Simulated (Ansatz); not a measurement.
**Worked example: the interaction energy**

The pair of HF (SMILES F, atoms 1–2) and Si2H6 (SMILES [SiH3][SiH3], atoms 3–10), both closed shells, in one local arrangement (a lower one may exist), relaxed at PBE0-D4/def2-TZVP:

F1  (1.747, 0.854, -1.860)
H2  (1.245, 0.078, -1.796)
Si3  (-0.144, 0.910, 1.014)
Si4  (-0.597, -1.109, -0.081)
H5  (-0.956, 0.944, 2.260)
H6  (1.296, 0.990, 1.366)
H7  (-0.525, 2.056, 0.152)
H8  (-2.031, -1.214, -0.456)
H9  (-0.219, -2.278, 0.756)
H10  (0.184, -1.232, -1.355)
(Å)

Both fragments are computed in the basis of the whole pair.

Computed with Ansatz 0.2.0 (basis: def2-TZVPPD and def2-QZVPPD); correlated methods freeze the cores.

Energies in eV:

| quantity | pair | first fragment | second fragment |
| --- | --- | --- | --- |
| Hartree–Fock, triple zeta (X = 3) | -18542.66809 | -2722.92994 | -15819.75693 |
| Hartree–Fock, quadruple zeta (X = 4) | -18543.26396 | -2723.03899 | -15820.24333 |
| MP2 correlation, X = 3 | -14.78881 | -7.45377 | -7.25253 |
| MP2 correlation, X = 4 | -15.93294 | -8.10876 | -7.73397 |
| CCSD(T) correlation, X = 3 | -16.65985 | -7.69336 | -8.88065 |

(1) Work out the interaction energy at the basis limit: extrapolate Hartree–Fock as E(X) = E∞ + A exp(−7.88 √X) and the MP2 correlation as E(X) = E∞ + B X^−2.97 (the exponents that Neese and Valeev fitted for def2-TZVPP and QZVPP, reused here for the diffuse sets), then add CCSD(T) − MP2 in triple zeta.

The T1 diagnostic stays at or below 0.013.

Results:

(1) Each step is linear, so take the differences first (pair − first fragment − second fragment): Hartree–Fock 0.01878 (X = 3) and 0.01836 (X = 4); MP2 correlation -0.08251 and -0.09021; CCSD(T) correlation -0.08584.
Two points give E∞ = E(4) + w [E(4) − E(3)], with w = 1/(exp(7.88 (2 − √3)) − 1) = 0.1377 for Hartree–Fock and w = 1/((4/3)^2.97 − 1) = 0.7407 for the correlation.
Hartree–Fock: 0.01836 + 0.1377 × (-0.00042) = 0.0183 eV.
MP2 correlation: -0.09021 + 0.7407 × (-0.00770) = -0.0959 eV.
CCSD(T) − MP2: -0.08584 − (-0.08251) = -0.0033 eV.
Sum: 0.0183 + (-0.0959) + (-0.0033) = -0.0809 eV, or -1.87 kcal/mol. Plain CCSD(T) in triple zeta gives -0.0671 eV, so the larger basis shifts the result by -0.0138 eV.

For scale, one of the runs: CCSD(T)/def2-TZVPPD, 255 basis functions, launched by `ansatz run in.yaml --threads 4 --pin off --events-out ev --progress --plain --max-ram 9574MiB`. Time: 69 s of wall clock on 4 CPU threads of an Arm Neoverse V2; the host was shared. Peak host memory: 5.3 GiB.
